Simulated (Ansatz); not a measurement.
# C3H6N: the cost of one run

All numbers below are computed with Ansatz 0.2.0 (RKS PBE0-D4/STO-3G).

## (1) The system as given

Bond lengths: C1–C2 1.405 Å, C2–C3 1.405 Å, C2–N4 1.332 Å, C1–H5 1.078 Å, C1–H6 1.082 Å, C3–H7 1.078 Å, C3–H8 1.082 Å, N4–H9 1.007 Å, N4–H10 1.007 Å. Angles: C1–C2–C3 115.3°, C1–C2–N4 122.4°, C3–C2–N4 122.3°, C2–C1–H5 121.2°, C2–C1–H6 121.4°, H5–C1–H6 117.5°, C2–C3–H7 121.2°, C2–C3–H8 121.4°, H7–C3–H8 117.4°, C2–N4–H9 121.3°, C2–N4–H10 121.3°, H9–N4–H10 117.4°.

Structure file:

```xyz
10

C    -1.2582    0.2390   -0.4870
C     0.0388    0.0512    0.0189
C     0.4725   -1.2837    0.0785
N     0.8024    1.0669    0.4167
H    -1.8584   -0.5973   -0.8074
H    -1.6926    1.2259   -0.5712
H    -0.1610   -2.0913   -0.2514
H     1.4516   -1.5423    0.4585
H     0.4753    2.0177    0.3670
H     1.7297    0.9138    0.7775
```

## (2) End point A

Input file input.yaml:

```yaml
crystal:
  periodic: [false, false, false]
  atoms:
    - { symbol: C, position_ang: [-1.25816, 0.23899, -0.48703] }
    - { symbol: C, position_ang: [0.03877, 0.05125, 0.01889] }
    - { symbol: C, position_ang: [0.47252, -1.2837, 0.07845] }
    - { symbol: "N", position_ang: [0.80237, 1.06691, 0.4167] }
    - { symbol: H, position_ang: [-1.85845, -0.59728, -0.80736] }
    - { symbol: H, position_ang: [-1.69263, 1.22585, -0.57119] }
    - { symbol: H, position_ang: [-0.16098, -2.09128, -0.25143] }
    - { symbol: H, position_ang: [1.45159, -1.54231, 0.45846] }
    - { symbol: H, position_ang: [0.47532, 2.01774, 0.367] }
    - { symbol: H, position_ang: [1.72966, 0.91382, 0.7775] }
total_charge: 1
basis:
  gaussian: { orbitals: STO-3G }
hamiltonian:
  xc: pbe0
  dispersion: d4
relax:
  f_tol: 0.015
  max_steps: 40
output:
  orbitals: {}
```

Command:

```sh
$ ansatz run input.yaml --threads 1 --pin off --max-ram 2048MiB --backend cpu --events-out ev --progress --plain --runs-dir out
```

**Question.** How long does this run take on 1 thread of Arm Neoverse N1, shared host, and how much memory does it need?

About 15 s, with a peak of 0.12 GiB.
